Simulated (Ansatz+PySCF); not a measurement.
Results of a calculation; reference values are marked as such.
## PySCF 2.14.0 run

```python
from pyscf import gto, scf, cc

mol = gto.M(atom="""
C 0.000000 0.000000 0.000000
Al 0.930870 1.241160 2.687200
""", basis='sto-3g', charge=-1, spin=0)
mf = scf.RHF(mol)
mf.kernel()
mycc = cc.CCSD(mf, frozen=6).run()
et = mycc.ccsd_t()
print(mf.e_tot, mycc.e_corr, et, mycc.e_tot + et)
```

The script is written out from the run's settings.

Output:

```json
{"Converged": "yes", "Reference energy": "-275.53721 hartree", "CCSD correlation energy": "-0.24187 hartree", "Triples correction": "-0.03633 hartree", "Total energy": "-275.81541 hartree", "Spin squared of the determinant": "0.000"}
```

The reference isn't the lowest determinant (another lies 2.25 eV lower), but the same method gives a higher total on the lower determinant. Caution: large share of triples, a single reference is doubtful; no diffuse functions for an anion; an unrestricted determinant lies well below.
